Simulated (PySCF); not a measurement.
Species: C₄H₈O₂ (charge -1 and doublet state).
Atom-mapped SMILES: `[CH3:1][O:2][CH2:3][CH2:4][CH:5][O-:6]` (hydrogens: H7, H8, H9 on C1; H10, H11 on C3; H12, H13 on C4; H14 on C5)

Structure used (GFN2-xTB), in Å, numbered top down from 1:
```xyz
14
C4H8O2 angstrom
C     -2.1072    0.3971   -0.1673
O     -1.1443    0.1501   -1.1460
C      0.0665   -0.4430   -0.6235
C      0.9614    0.4455    0.2564
C      2.2244   -0.2898    0.6774
O      2.1885   -1.1735    1.6396
H     -3.0000    0.7595   -0.6824
H     -2.3576   -0.5189    0.3881
H     -1.7796    1.1551    0.5549
H      0.6199   -0.7387   -1.5187
H     -0.1969   -1.3457   -0.0570
H      1.2112    1.3540   -0.3101
H      0.4098    0.7314    1.1573
H      2.9034   -0.4836   -0.1907
```

The hyperfine couplings belong to this conformer and change with its torsions.

Computed, not measured: UKS B3LYP, pcH-1 on C H O, non-relativistic, mean-field spin-orbit, GIAO (PySCF 2.14.0). Whether the extra electron is bound in the gas phase wasn't checked; a finite basis holds it in any case. A GFN2-xTB geometry isn't a minimum of the functional, and hyperfine couplings can be far from their values at a DFT geometry, by a factor of two or more for some ions and for spin on atoms past the first row. The SCF solution wasn't tested for stability.

The Mulliken spin populations are largest on C5 (+0.61) and O6 (+0.35). The angles at C5 add up to 350.5°, so it is slightly pyramidal.

Q: How do the β-proton couplings of this frozen conformer go with θ, the angle between the C–H bond and the normal to the plane of the spin centre's three neighbours, both seen down the bond from centre to carbon?

A: 
```
β H  on  centre  θ (°)  cos²θ  a (G)
H12  C4      C5     54   0.34  +7.41
H13  C4      C5     65   0.18  +5.56
```

Couplings in gauss use g_iso = 2.0043.
